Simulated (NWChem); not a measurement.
All runs are NWChem calculations. System: CH$_{6}$Si, charge 0, spin multiplicity 1, at a geometry optimised with B3LYP/def2-SVP. The structure started from a generated list of species. Level: G0W0@PBE0/def2-TZVP, RI basis def2-tzvp-rifit.

Input file:

```
start mol
memory heap 200 mb stack 700 mb global 1700 mb
geometry units angstroms nocenter noautoz
  Si     0.637240     0.036312     0.000000
  C     -1.248355    -0.071145     0.000000
  H      1.123665     0.764038     1.210451
  H      1.123665     0.764038    -1.210451
  H      1.242977    -1.329146     0.000000
  H     -1.611246    -0.607305     0.891428
  H     -1.611246    -0.607305    -0.891428
  H     -1.699046     0.934179     0.000000
  symmetry group Cs
end
basis spherical
  * library def2-tzvp
end
basis "ri basis" bse spherical
  * library def2-tzvp-rifit
end
dft
  xc pbe0
  iterations 100
  direct
  tolerances tight
end
task dft energy
gw
  states alpha occ 4 vir 2
end
task dft gw
```

Part of the output:

```
             Northwest Computational Chemistry Package (NWChem) 7.3.0
             --------------------------------------------------------

                                NWChem Input Module
                                -------------------

 Scaling coordinates for geometry "geometry" by  1.889725989
 (inverse scale =  0.529177249)

 Turning off AUTOSYM since
 SYMMETRY directive was detected!

                             Geometry "geometry" -> ""
                             -------------------------

 Output coordinates in angstroms (scale by  1.889725989 to convert to a.u.)

  No.       Tag          Charge          X              Y              Z
 ---- ---------------- ---------- -------------- -------------- --------------
    1 Si                  14.0000     0.63724000     0.03631200     0.00000000
    2 C                    6.0000    -1.24835500    -0.07114500     0.00000000
    3 H                    1.0000     1.12366500     0.76403800     1.21045100
    4 H                    1.0000     1.12366500     0.76403800    -1.21045100
    5 H                    1.0000     1.24297700    -1.32914600     0.00000000
    6 H                    1.0000    -1.61124600    -0.60730500     0.89142800
    7 H                    1.0000    -1.61124600    -0.60730500    -0.89142800
    8 H                    1.0000    -1.69904600     0.93417900     0.00000000

 Effective nuclear repulsion energy (a.u.)      62.3589443183

            Nuclear Dipole moment (a.u.)
            ----------------------------
        X                 Y               Z
 ---------------- ---------------- ----------------
    -0.0000018897    -0.0000056692     0.0000000000

      Symmetry information
      --------------------

 Group name             Cs
 Group number              2
 Group order               2
 No. of unique centers     6

      Symmetry unique atoms

     1    2    3    5    6    8


 Summary of "ao basis" -> "" (spherical)
 ------------------------------------------------------------------------------
       Tag                 Description            Shells   Functions and Types
 ---------------- ------------------------------  ------  ---------------------
 *                         def2-tzvp                  on all atoms

 new library libraries.bse/

 Summary of "ri basis" -> "" (spherical)
 ------------------------------------------------------------------------------
       Tag                 Description            Shells   Functions and Types
 ---------------- ------------------------------  ------  ---------------------
 *                      def2-tzvp-rifit               on all atoms

                                 NWChem DFT Module
                                 -----------------

 Summary of "ao basis" -> "ao basis" (spherical)
 ------------------------------------------------------------------------------
       Tag                 Description            Shells   Functions and Types
 ---------------- ------------------------------  ------  ---------------------
 Si                        def2-tzvp                13       37   5s5p2d1f
 C                         def2-tzvp                11       31   5s3p2d1f
 H                         def2-tzvp                 4        6   3s1p

 Summary of "ao basis" -> "ao basis" (spherical)
 ------------------------------------------------------------------------------
       Tag                 Description            Shells   Functions and Types
 ---------------- ------------------------------  ------  ---------------------
 Si                        def2-tzvp                13       37   5s5p2d1f
 C                         def2-tzvp                11       31   5s3p2d1f
 H                         def2-tzvp                 4        6   3s1p

      Symmetry analysis of basis
      --------------------------

        a'         68
        a"         36

            General Information
            -------------------
          SCF calculation type: DFT
          Wavefunction type:  closed shell.
          No. of atoms     :     8
          No. of electrons :    26
           Alpha electrons :    13
            Beta electrons :    13
          Charge           :     0
          Spin multiplicity:     1
          Use of symmetry is: on ; symmetry adaption is: on
          Maximum number of iterations: 100
          This is a Direct SCF calculation.
          AO basis - number of functions:   104
                     number of shells:    48
          Convergence on energy requested:  1.00D-06
          Convergence on density requested:  1.00D-05
          Convergence on gradient requested:  5.00D-04

              XC Information
              --------------
                         PBE0 Method XC Functional
                     Hartree-Fock (Exact) Exchange  0.250
          PerdewBurkeErnzerhof Exchange Functional  0.750
            Perdew 1991 LDA Correlation Functional  1.000 local
           PerdewBurkeErnz. Correlation Functional  1.000 non-local

             Grid Information
             ----------------
          Grid used for XC integration:  medium
          Radial quadrature: Mura-Knowles
          Angular quadrature: Lebedev.
          Tag              B.-S. Rad. Rad. Pts. Rad. Cut. Ang. Pts.
          ---              ---------- --------- --------- ---------
          Si                  1.10       88           9.0       590
          C                   0.70       49          10.0       434
          H                   0.35       45          11.0       434
          Grid pruning is: on
          Number of quadrature shells:   317
          Spatial weights used:  Erf1
[...]
 Sum of atomic energies:        -329.50559391

      Non-variational initial energy
      ------------------------------

 Total energy =    -330.435307
 1-e energy   =    -577.187361
 2-e energy   =     184.393109
 HOMO         =      -0.401776
 LUMO         =       0.048107

      Symmetry analysis of molecular orbitals - initial
      -------------------------------------------------

  Numbering of irreducible representations:

     1 a'          2 a"

  Orbital symmetries:

     1 a'          2 a'          3 a'          4 a'          5 a'
     6 a"          7 a'          8 a'          9 a"         10 a'
    11 a'         12 a"         13 a'         14 a'         15 a"
    16 a'         17 a'         18 a'         19 a"         20 a'
    21 a'         22 a"         23 a'

   convergence    iter        energy       DeltaE   RMS-Dens  Diis-err    time
 ---------------- ----- ----------------- --------- --------- ---------  ------
 d= 0,ls=0.0,diis     1   -331.0311349215 -3.93D+02  2.95D-03  3.02D-01     2.8
 d= 0,ls=0.0,diis     2   -331.0468445117 -1.57D-02  1.33D-03  2.12D-02     4.8
 d= 0,ls=0.0,diis     3   -331.0474478442 -6.03D-04  5.75D-04  1.85D-02     7.0
 d= 0,ls=0.0,diis     4   -331.0497468113 -2.30D-03  9.42D-05  1.18D-04     9.3
 d= 0,ls=0.0,diis     5   -331.0497652675 -1.85D-05  1.62D-05  1.04D-05    12.4
 d= 0,ls=0.0,diis     6   -331.0497663171 -1.05D-06  1.50D-06  7.35D-08    15.4
 d= 0,ls=0.0,diis     7   -331.0497663254 -8.31D-09  3.13D-07  2.58D-09    17.4

         Total DFT energy =     -331.049766325406
      One electron energy =     -579.902966931080
           Coulomb energy =      214.873822132532
    Exchange-Corr. energy =      -28.379565845148
 Nuclear repulsion energy =       62.358944318290

 Numeric. integr. density =       25.999997787189

     Total iterative time =     16.7s

                  Occupations of the irreducible representations
                  ----------------------------------------------

                     irrep           alpha         beta
                     --------     --------     --------
                     a'               10.0         10.0
                     a"                3.0          3.0

                       DFT Final Molecular Orbital Analysis
                       ------------------------------------

 Vector   11  Occ=2.000000D+00  E=-3.435001D-01  Symmetry=a'
              MO Center=  8.2D-01, -3.8D-01, -2.3D-09, r^2= 2.7D+00
   Bfn.  Coefficient  Atom+Function         Bfn.  Coefficient  Atom+Function
  ----- ------------  ---------------      ----- ------------  ---------------
    16      0.284779  1 Si py                82     -0.257258  5 H  s
    83     -0.162490  5 H  s                 81     -0.157214  5 H  s
    70      0.128643  3 H  s                 76      0.128643  4 H  s
     7     -0.117392  1 Si py                13      0.112871  1 Si py
    19      0.101176  1 Si py                44     -0.101344  2 C  py

 Vector   12  Occ=2.000000D+00  E=-3.434996D-01  Symmetry=a"
              MO Center=  7.7D-01,  4.7D-01,  2.3D-09, r^2= 2.7D+00
   Bfn.  Coefficient  Atom+Function         Bfn.  Coefficient  Atom+Function
  ----- ------------  ---------------      ----- ------------  ---------------
    17      0.285242  1 Si pz                70      0.222800  3 H  s
    76     -0.222800  4 H  s                 71      0.140727  3 H  s
    77     -0.140727  4 H  s                 69      0.136157  3 H  s
    75     -0.136157  4 H  s                  8     -0.117582  1 Si pz
    14      0.113054  1 Si pz                20      0.101341  1 Si pz

 Vector   13  Occ=2.000000D+00  E=-3.377302D-01  Symmetry=a'
              MO Center= -4.1D-01, -2.3D-02,  4.3D-14, r^2= 2.4D+00
   Bfn.  Coefficient  Atom+Function         Bfn.  Coefficient  Atom+Function
  ----- ------------  ---------------      ----- ------------  ---------------
    43     -0.304743  2 C  px                15      0.288859  1 Si px
    46     -0.262519  2 C  px                49     -0.142517  2 C  px
     6     -0.122129  1 Si px                12      0.118216  1 Si px
    18      0.088077  1 Si px                70      0.083682  3 H  s
    76      0.083682  4 H  s                 82      0.083727  5 H  s

 Vector   14  Occ=0.000000D+00  E= 2.448157D-02  Symmetry=a'
              MO Center=  1.0D-01,  5.7D-03, -8.2D-15, r^2= 6.7D+00
   Bfn.  Coefficient  Atom+Function         Bfn.  Coefficient  Atom+Function
  ----- ------------  ---------------      ----- ------------  ---------------
    42      3.511057  2 C  s                 18      1.510708  1 Si px
    89     -0.873618  6 H  s                 95     -0.873618  7 H  s
   101     -0.873637  8 H  s                  5     -0.847253  1 Si s
    15      0.380078  1 Si px                49      0.361345  2 C  px
    71     -0.349162  3 H  s                 77     -0.349162  4 H  s

 Vector   15  Occ=0.000000D+00  E= 6.043664D-02  Symmetry=a"
              MO Center=  6.5D-01, -4.5D-01,  4.1D-10, r^2= 4.4D+00
   Bfn.  Coefficient  Atom+Function         Bfn.  Coefficient  Atom+Function
  ----- ------------  ---------------      ----- ------------  ---------------
    20      1.781367  1 Si pz                71     -1.237122  3 H  s
    77      1.237122  4 H  s                 51     -0.627283  2 C  pz
    89      0.282079  6 H  s                 95     -0.282079  7 H  s
    17      0.232163  1 Si pz                27     -0.133244  1 Si d -1
    22     -0.123587  1 Si d -1              14      0.083859  1 Si pz

 Vector   16  Occ=0.000000D+00  E= 6.043980D-02  Symmetry=a'
              MO Center=  5.9D-01,  5.2D-01, -4.1D-10, r^2= 4.4D+00
   Bfn.  Coefficient  Atom+Function         Bfn.  Coefficient  Atom+Function
  ----- ------------  ---------------      ----- ------------  ---------------
    19      1.778512  1 Si py                83      1.428572  5 H  s
    71     -0.714223  3 H  s                 77     -0.714223  4 H  s
    50     -0.626303  2 C  py               101      0.325775  8 H  s
    16      0.231781  1 Si py                89     -0.162869  6 H  s
    95     -0.162869  7 H  s                 28     -0.113773  1 Si d  0

 center of mass
 --------------
 x =   0.05770234 y =   0.00328558 z =   0.00000000

 moments of inertia (a.u.)
 ------------------
          32.970043150252          -7.673754175636           0.000000000000
          -7.673754175636         167.189465730115           0.000000000000
           0.000000000000           0.000000000000         167.626845663341

     Multipole analysis of the density
     ---------------------------------

     L   x y z        total         alpha         beta         nuclear
     -   - - -        -----         -----         ----         -------
     0   0 0 0     -0.000000    -13.000000    -13.000000     26.000000

     1   1 0 0     -0.313210     -0.156604     -0.156604     -0.000002
     1   0 1 0     -0.017849     -0.008922     -0.008922     -0.000006
     1   0 0 1      0.000000      0.000000      0.000000      0.000000

     2   2 0 0    -17.307329    -57.192662    -57.192662     97.077995
     2   1 1 0     -0.012125     -2.312270     -2.312270      4.612414
     2   1 0 1     -0.000000     -0.000000     -0.000000      0.000000
     2   0 2 0    -17.095181    -16.749068    -16.749068     16.402955
     2   0 1 1      0.000000      0.000000      0.000000      0.000000
     2   0 0 2    -17.094452    -16.617244    -16.617244     16.140036

 Task  times  cpu:       17.4s     wall:       17.4s

                                NWChem Input Module
                                -------------------

                                 NWChem GW Module
                                 ----------------

                             ***********************
                             ***        GW       ***
                             ***********************

 Summary of "ri basis" -> "ri basis" (spherical)
 ------------------------------------------------------------------------------
       Tag                 Description            Shells   Functions and Types
 ---------------- ------------------------------  ------  ---------------------
 Si                     def2-tzvp-rifit             29      113   9s7p6d5f2g
 C                      def2-tzvp-rifit             22       76   8s6p4d3f1g
 H                      def2-tzvp-rifit              7       15   4s2p1d

                 Memory Information
                 ------------------
          Available GA per process is          1699.9 MBs
          Available stack per process is        700.0 MBs
          Available heap per process is           0.0 MBs

          Peak memory in Initialization
              Peak GA per process is                  4.0 MBs
              Peak stack per process is               0.1 MBs
              Peak heap per process is                4.3 MBs
              Memory not in MA per process            0.0 MBs

          Peak memory in AFF Calculation
              Peak GA per process is                 16.5 MBs
              Peak stack per process is              10.7 MBs
              Peak heap per process is                0.0 MBs
              Memory not in MA per process           10.7 MBs

          Computing 2-center integrals
          Computing Inverse Cholesky factor
          Computing 3-center integrals
          Computing V_xc ...

          Computing Sigma_x
          Computing RPA polarizability
          Solving quasiparticle equations

                  Alpha Orbitals
          State     Energy (eV)     Error (eV)
          -----------------------------------
@GW        10        -14.096           0.002
@GW        11        -11.846           0.002
@GW        12        -11.846           0.002
@GW        13        -11.387           0.005
@GW        14          2.472           0.004
@GW        15          3.670           0.004

   Applying  -2.1969 eV scissor-shift to rest of particle states

   Applying   1.8056 eV scissor-shift to rest of hole states

     GW Timing Statistics
   ------------------------
   Init.   :          0.1s
     ERIs  :          0.8s
     Distr.:          0.0s
     Vxc   :          1.3s
   Sigma_x :          0.0s
   RPA     :          0.4s
   Wmn     :          0.0s
   Sigma_c :          0.0s
   GW total:          2.6s

 Task  times  cpu:        2.6s     wall:        2.6s

 Total times  cpu:       20.1s     wall:       20.1s
```
